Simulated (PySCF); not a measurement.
Gas-phase reaction: 5 Si(CH₃)₄ + C → 5 (CH₃)₃Si + 3 C₂H₅

Energies from PySCF, thermal terms from the rigid-rotor harmonic-oscillator model, ideal gas at 1 bar. S°(298 K) at PBE0/def2-TZVP differs from the NASA 1993 table for C₂H₅ (+9 J/mol/K); whether the harmonic model or the table's entry is off was not settled. † marks an energy on the PBE0/def2-TZVP geometry and frequencies; other levels use their own. MP2 and CCSD(T) freeze the core. 6-31G* has spherical d functions here. Open shells (unrestricted): C (multiplicity 3, electronic degeneracy 9), (CH₃)₃Si (multiplicity 2), C₂H₅ (multiplicity 2); the rest are closed-shell singlets. Spin-orbit splitting is ignored; it lowers the true energy and changes the entropy of C. (CH₃)₃Si: computed as isolated molecules; such fragments, hydroxides, amides, oligomers or adducts are transient or little studied in the gas. MP2 isn't extrapolated to the basis-set limit; its ΔH°(298 K) is 798.1 kJ in def2-SVP and 865.8 kJ in def2-TZVPP. CCSD(T) isn't extrapolated to the basis-set limit. The harmonic model lacks anharmonicity and excited electronic states, which grow with temperature; levels with a mode under 35 cm⁻¹ are left out. Internal rotation in Si(CH₃)₄, (CH₃)₃Si, C₂H₅ is treated as a harmonic vibration of one conformer, which makes the entropy rough.

```csv
level,"ΔE electronic, kJ","ΔH°(298 K), kJ","ΔS°(298 K), J/K","ΔG°(1200 K), kJ"
CCSD(T)/def2-SVP†,801,782,514,192
HF/6-31G*,631,613,511,25
HF/def2-TZVP†,630,610,514,21
MP2/def2-TZVPP†,885,866,514,276
PBE/def2-TZVP†,696,676,514,87
PBE0/def2-SVP†,716,697,514,108
LDA/def2-TZVP†,824,805,514,215
```
ΔH° is lowest at HF/def2-TZVP† and highest at MP2/def2-TZVPP†. No reference value is set beside these.
